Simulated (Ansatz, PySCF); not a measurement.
System: disilane, Si₂H₆ (charge 0, singlet). SMILES: [SiH3][SiH3]
Geometry: optimised at B3LYP-D3(BJ)/def2-TZVP (Ansatz, an electronic-structure program).

B3LYP/6-31G* beside other levels, property by property. Terms: no dispersion term unless named; atomisation electronic, to ground-state atoms; open shells spin-unrestricted; each state is the SCF solution reached for its charge and spin; 6-311+G** with 5d, 6d on Na to Ar in Ansatz; 6-31G* and kin with 6d, 5d where marked; non-relativistic; valence correlation only; spin-orbit terms left out. CBS(X,Y): correlation extrapolated as X^-3; Hartree-Fock from the larger set. [CCSD(T)-MP2]/basis is that difference in the basis named. Ab initio and DFT rows: single points at B3LYP-D3(BJ) geometries (Ansatz), with unscaled harmonic terms from B3LYP/6-31G* (Ansatz) at its own minima, enthalpies of formation by atomisation with measured atoms.

Measured values: CCCBDB table in ASE; G2/97 table in ASE (Curtiss et al.); they hold spin-orbit and core effects, anharmonicity. For [SiH3][SiH3] (Si2H6) (enthalpy of formation at 298 K) the tabulated value and RI-MP2/CBS(def2-TZVPPD,def2-QZVPPD)+[CCSD(T)-MP2]/def2-TZVPPD (Ansatz) part by 5.6 kcal/mol: another conformer or state, missing terms or a fault of the table's entry are possible. Coupled cluster (Ansatz) is a level with limits of its own, used here on species with T1 under 0.025 (0.045 for open shells) and stable references: RI-MP2/CBS(def2-TZVPPD,def2-QZVPPD)+[CCSD(T)-MP2]/def2-TZVPPD.

| property | B3LYP/6-31G* (Ansatz) | B3LYP/6-311+G** (Ansatz) | M06-2X/6-31G* (5d) (PySCF) | M06-2X/def2-TZVPD (PySCF) | to compare with |
|---|---|---|---|---|---|
| atomisation energy (kcal/mol) | 525.6 | 525.2 | 525.6 | 529.7 | 536.6 coupled cluster |
| H-Si bond dissociation enthalpy at 298 K, to [SiH2][SiH3] (Si2H5) + H atom (kcal/mol) | 87.2 | 87.0 | 85.8 | 86.1 | 89.4 coupled cluster |
| enthalpy of formation at 298 K (kcal/mol) | 24.5 | 24.8 | 24.4 | 20.3 | 19.1 measured |
| Si-Si bond dissociation enthalpy at 298 K, to [SiH3] (SiH3) + [SiH3] (SiH3) (kcal/mol) | 71.2 | 69.8 | 72.2 | 71.9 | 76.7 measured |
| vertical ionisation energy to the doublet (eV) | 10.52 | 10.58 | 10.59 | 10.54 | 10.53 measured |

As the rows show:
- atomisation energy: B3LYP/6-31G* lies 11.0 kcal/mol below coupled cluster.
- H-Si bond dissociation enthalpy at 298 K, to [SiH2][SiH3] (Si2H5) + H atom: B3LYP/6-31G* lies 2.2 kcal/mol below coupled cluster.
- enthalpy of formation at 298 K: B3LYP/6-31G* lies 5.4 kcal/mol above the measured value.
- Si-Si bond dissociation enthalpy at 298 K, to [SiH3] (SiH3) + [SiH3] (SiH3): B3LYP/6-31G* lies 5.5 kcal/mol below the measured value.
- vertical ionisation energy to the doublet: B3LYP/6-31G* lies 0.01 eV below the measured value.

The properties are those with a value to compare with, at most eight drawn at random. No case is left out for the size of its miss. Left out are saddle points of the reference geometry, anions that the best level run finds unbound, excited spin states, species near biochemistry, 298 K rows of species without real B3LYP wavenumbers, cases with under five habitual levels, runs that failed or that the program found above a lower state of the same kind, table entries that another table contradicts, and a share of species set aside by lot.
